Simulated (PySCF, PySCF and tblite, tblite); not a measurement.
# H2Al(BH4) (AlBH6): a path driven as a shift of bonds, and NMR exchange

One table from this session's results is given with a row withheld; the runs are named, their logs left out.

Computed with tblite 0.8.0 (tight binding) and PySCF 2.14.0 (DFT, with response routines of our own); each step states its level. Atoms count from 0 throughout.

### The starting structure

8 atoms, charge 0, multiplicity 1; geometry from: force field or distance geometry start.

Bonds of the start (Å): Al0–B2 2.22, Al0–H1 1.75, Al0–H3 1.74, Al0–H4 1.54, Al0–H5 1.56, B2–H3 1.29, B2–H6 1.18, B2–H7 1.17, H1–B2 1.32.

The first run:

Job settings and geometry (Å):

```
{"job": {"xc": "GFN2-xTB", "basis": "xTB", "kind": "relax"}, "charge": 0, "multiplicity": 1}
Al    -0.864200    -0.517200    -0.481400
H      0.091500     0.949800    -0.506100
B      0.863100     0.498300     0.468500
H      0.386200    -0.674100     0.722800
H     -0.755900    -1.434100    -1.719100
H     -2.330700    -0.377400     0.045300
H      0.670200     1.185400     1.405400
H      1.948900     0.378700     0.039900
```

Launch:

```console
OMP_NUM_THREADS=1 python ens_run.py task.json out
```

One launch serves the whole session.

Among the steps run: GFN2-xTB relaxation, start minimum; Relaxed scan, to the middle; Relaxed scan, from the middle, back; Relaxed scan, from the middle, on; Nudged elastic band, leg 1; Saddle search, leg 1; DFT refinement, start: PBE0-D3(BJ)/def2-TZVP; Shieldings, start: PBE0/pcSseg-1 in acetonitrile; Shieldings, saddle of leg 1: PBE0/pcSseg-1 in acetonitrile; Kinetics and line shapes; Nudged elastic band, band settings drawn wide; Single-point energy, saddle of leg 1: PBE0/pcSseg-1 in acetonitrile; Second level: PBE0/pcSseg-1, IEF-PCM acetonitrile.

One table of the session follows, with a row left open; its other results are not shown here.

Barriers by level (kcal/mol; entropies in cal/(mol K)). Zero-point and thermal terms come from xTB in every row. ΔG‡ leaves symmetry out; the rate counts equivalent paths (a factor of 2); effective ΔG‡, where given, is the barrier that would give that rate by Eyring's equation alone:

```
                                       level   ΔE‡  with zero-point   ΔH‡  ΔG‡ (298 K)  k at 298 K (1/s)
                                    GFN2-xTB  1.42             1.07  0.75         1.38           1.2e+12
                       PBE0-D3(BJ)/def2-TZVP  3.98             3.62  3.30         3.93           1.6e+10
PBE0/pcSseg-1 + D3(BJ), IEF-PCM acetonitrile  5.40             5.05  4.73         5.36           1.5e+09
         PBE0/pcSseg-1, IEF-PCM acetonitrile     ?                ?     ?            ?                 ?
```

Estimate the missing values for PBE0/pcSseg-1, IEF-PCM acetonitrile.

As computed: ΔE‡: 5.41; with zero-point: 5.06; ΔH‡: 4.74; ΔG‡ (298 K): 5.37; k at 298 K (1/s): 1.4e+09. In the column «ΔE‡» it is the highest.
